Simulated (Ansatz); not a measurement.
# PSi: the cost of one run

The runs use Ansatz 0.2.0, Gaussian basis; def2-QZVPP, core rule «outside noble gas», up to 10 orbitals frozen.

The runs, in order: UHF; ROHF; CCSD(T) on UHF.

## (1) The geometry

The geometry is a PBE0/def2-TZVP stationary point (not a proven minimum) of the parent state, kept for this charge and spin.

2 atoms, charge 0, spin multiplicity 2.

Atoms are counted from 1 here; the program's logs count them from 0.

Bond lengths: Si1–P2 2.343 Å.

Coordinates:

```xyz
2

Si    0.0000    0.0000    0.0000
P     0.0000    0.0000    2.3430
```

## (2) UHF

File in.yaml:

```yaml
crystal:
  periodic: [false, false, false]
  atoms:
    - {symbol: Si, position_ang: [0.000000, 0.000000, 0.000000]}
    - {symbol: P, position_ang: [0.000000, 0.000000, 2.343000]}
basis:
  gaussian: {orbitals: "def2-QZVPP.json"}
magnetization: {spin_polarized: true, initial_magnetization: 1}
hamiltonian: {xc: hf}
output: {orbitals: {seedname: orbitals}}
```

On the command line:

```console
ansatz run in.yaml --threads 1 --pin off --events-out ev --progress --plain --max-ram 4096MiB --backend cpu
```

What time and memory should one allow on 1 thread of AMD EPYC 7R13, shared host?

About 23 s, with a peak of 0.37 GiB.
